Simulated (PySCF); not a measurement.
Calculated NMR data

- spin–spin couplings from B3LYP/pcJ-1 (spin–dipole term left out of most H,H and C,H couplings)
- structure optimised with GFN2-xTB
- σ from GIAO-PBE0/pcSseg-1
- program: PySCF 2.14
- no solvent model, non-relativistic Hamiltonian, one computed conformer, fast rotation and ring inversion assumed for equivalent nuclei

Scale: 1H (σ = 31.72 ppm) and 13C (σ = 186.93 ppm) vs TMS (reference shieldings calculated alike). Multiplet labels drop J under 1 Hz and among equivalent protons, and merge close values. Unscaled 3J(H,H) run several per cent high. Where no couplings were computed, multiplicities follow the n + 1 count of equivalent neighbours, and m marks all less simple cases (inequivalent or close neighbours, rings, F or P nearby). Shifts are as computed. Against solution values, carbons near 30 ppm lie about +3 ppm off and those near 130 ppm about +5 ppm. Of 1211 compounds with measured shifts, 218 miss one by over three times the rms of a fit or turn the order of signals round; such compounds aren't used in these exercises.

**1.** SMILES C(#C)[C@@H]1C[C@@H]1C, C6H8. 1H NMR (400 MHz, computed): δ 1.45 (m, 1H), 1.31 (m, 3H), 1.15 (d, J = 3.2 Hz, 1H), 0.95 (m, 1H), 0.83 (m, 1H), 0.17 (m, 1H). 13C{1H} NMR (computed): δ 90.1, 72.0, 17.6, 17.5, 16.2, 8.2.

**2.** `C(/C(=C)C)=C/C`, C6H10. 1H NMR (400 MHz, computed): δ 6.24 (d, 1H), 5.82 (m, 1H), 5.22 (m, 1H), 5.12 (m, 1H), 2.18 (s, 3H), 2.08 (d, 3H). 13C{1H} NMR (computed): δ 151.6, 140.8, 132.3, 124.9, 25.4, 17.1.
